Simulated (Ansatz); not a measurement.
Results of PBEsol (Ansatz, an electronic-structure program, plane waves, PAW) for 1T (CdI2-type) PtSe2.

Rigid layers of the crystal as relaxed at this level are moved apart or together:

```
run   k mesh  layer repeat (Å)  energy against free layers (meV/Å²)  gap on the mesh (eV)
---  -------  ----------------  -----------------------------------  --------------------
1    12×12×8              4.78                               -11.62                 0.000
2    12×12×8              4.93                               -11.74                 0.000
3    12×12×8              5.08                               -10.78                 0.000
4    12×12×6              5.28                                -9.05                 0.000
5    12×12×6              5.58                                -6.60                 0.182
6    12×12×6              6.08                                -3.53                 0.532
7    12×12×6              7.08                                -0.77                 1.022
8    12×12×4              9.08                                -0.01                 1.312
```

The lowest energy of these points lies at a layer repeat of 4.93 Å.

Spin–orbit coupling is not included.

Note: the cell comes from a level without a dispersion term, which matters for the spacing of layers, chains or molecules.
